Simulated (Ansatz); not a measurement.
# BH₂S− (SMILES B[S-]): one structure at several levels

The task here is to estimate one member of a computed series from the others.

Method: single points in def2-TZVPPD; program: Ansatz 0.2.0, Gaussian basis.

Correlated methods freeze the cores.

## The starting structure

SMILES `B[S-]`, 4 atoms, charge -1, spin multiplicity 1.

Atoms are counted from 1 here; the program's logs count them from 0.

Bond lengths: B1–S2 1.683 Å, B1–H3 1.262 Å, B1–H4 1.036 Å. Angles: S2–B1–H3 126.0°, S2–B1–H4 124.3°, H3–B1–H4 109.4°.

Geometry (Å):

| atom | x (Å) | y (Å) | z (Å) |
| --- | --- | --- | --- |
| B1 | -0.0671 | 0.0579 | -0.0225 |
| S2 | 1.4147 | -0.2930 | 0.6952 |
| H3 | -1.1678 | -0.5027 | 0.2356 |
| H4 | -0.1902 | 0.7044 | -0.8220 |

Set-up of the first run:

File run/in.yaml:

```yaml
crystal:
  periodic: [false, false, false]
  atoms:
    - {symbol: B, position_ang: [-0.067100, 0.057900, -0.022500]}
    - {symbol: S, position_ang: [1.414700, -0.293000, 0.695200]}
    - {symbol: H, position_ang: [-1.167800, -0.502700, 0.235600]}
    - {symbol: H, position_ang: [-0.190200, 0.704400, -0.822000]}
basis:
  gaussian: {orbitals: "def2-TZVPPD.json"}
total_charge: -1
correlation: {method: ccsd_t}
output: {forces: true}
```

The basis file named in the input lies beside it (Basis Set Exchange, JSON).

Launch:

```sh
$ ansatz run in.yaml --threads 4 --pin off --events-out ev --progress --plain --max-ram 5222MiB
```

Among the steps run: CCSD(T)/def2-TZVPPD; PBE0-D4/def2-TZVPPD; wB97M-V/def2-TZVPPD; r2SCAN-D4/def2-TZVPPD; PBE-D4/def2-TZVPPD; SPW92/def2-TZVPPD; wB97X-V/def2-TZVPPD.

One of the session's tables, all rows but one given; the rest of the session is left out.

| method | RMS force component (eV/Å) | angle to CCSD(T) forces (°) |
| --- | --- | --- |
| CCSD(T) | 2.412 | reference |
| PBE0-D4 | 2.400 | 3.7 |
| wB97M-V | ? | ? |
| r2SCAN-D4 | 2.378 | 2.8 |
| PBE-D4 | 2.414 | 2.6 |
| SPW92 | 2.420 | 6.8 |
| wB97X-V | 2.424 | 3.4 |

**Question.** Estimate the row for wB97M-V.

As computed: RMS force component (eV/Å): 2.342; angle to CCSD(T) forces (°): 2.9. In the column «RMS force component (eV/Å)» it is the lowest.
